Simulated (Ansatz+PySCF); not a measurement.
# doublet CH: levels of theory in one basis

```yaml
atoms:
  - { symbol: C, position_ang: [0.0000, 0.0000, -0.1615] }
  - { symbol: H, position_ang: [0.0000, 0.0000, 0.9688] }
```

Basis set: def2-SVP (spherical functions). Frozen core: 1 orbital. Correlation on ROHF uses semicanonical orbitals with singles. Charge 0, multiplicity 2.

Computed with Ansatz (development build ahead of 0.2.0); each method stands on the lowest determinant of its kind that the runs found. NEVPT2 correlates all electrons. Active spaces start from the frontier orbitals, and the lowest solution found is given.

| method | E − E(ROHF) (eV) | <S²> of the determinant |
| --- | --- | --- |
| ROHF | 0.00 | 0.75 |
| UHF | -0.20 | 1.11 |
| ROHF-MP2 | -2.24 | – |
| UHF-MP2 | -2.15 | 1.11 |
| ROHF-CCSD | -2.90 | – |
| UHF-CCSD | -2.89 | 1.11 |
| ROHF-CCSD(T) | -2.95 | – |
| UHF-CCSD(T) | -2.95 | 1.11 |
| full CI (lowest root of this spin) | -2.97 | – |
| CASSCF(5,5) | -1.12 | – |
| CASSCF(3,3) | -0.57 | – |
| SC-NEVPT2(3,3) | -2.46 | – |

What does SC-NEVPT2(5,5) give on the same scale?

-2.57 eV. NEVPT2 here correlates all electrons, so it doesn't share the others' frozen core.

The restricted and unrestricted rows may stand on different electronic states: another unrestricted solution lies nearer the restricted one.

Caution for UHF, UHF-MP2, UHF-CCSD, UHF-CCSD(T): the unrestricted determinant is spin contaminated; the determinant breaks the point group. Caution for UHF-MP2: another reference gives a lower total.
